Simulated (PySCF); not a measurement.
Level of theory: PySCF, PBE0, basis B def2-TZVP, F def2-TZVP (no relativity, density fitting).

```xyz
3
charge 1 multiplicity 1, angstrom
B     0.0000    0.0000    0.0000
F     0.0000    0.0000    1.2264
F     0.0000    0.0000   -1.2264
```

BF₂⁺ (singlet), along the line from B1 (at 0) through F2 (at 1.226 Å).

Task: Tabulate the fields along this line at -0.37, -0.25, -0.12, 0.06, 0.18, 0.31, 0.43, 0.55, 0.67, 0.80, 0.92, 1.04, 1.17, 1.35, 1.47, 1.59, 1.72, 1.84, 1.96 Å.

Result: 
```csv
distance (Å),electron density (e/Å³),electron localisation function,electrostatic potential (V)
-0.37,2.03,0.09,79.5
-0.25,6.53,0.558,141
-0.12,50.4,0.999,368
0.06,153,1,908
0.18,17.3,0.97,211
0.31,3.05,0.127,103
0.43,1.87,0.212,63.9
0.55,2.36,0.733,47.6
0.67,3.51,0.828,47.2
0.80,5.59,0.792,68.1
0.92,8.88,0.556,133
1.04,17.3,0.107,331
1.17,391,0.997,1540
1.35,58.9,0.502,605
1.47,12.2,0.357,196
1.59,7.06,0.816,82.4
1.72,3.58,0.87,39.8
1.84,1.69,0.855,22
1.96,0.776,0.804,14.1
```

On a grid of 0.06 Å the density has a local minimum along the bond near 0.43 Å from B, at 1.87 e/Å³, where the ELF is 0.21.
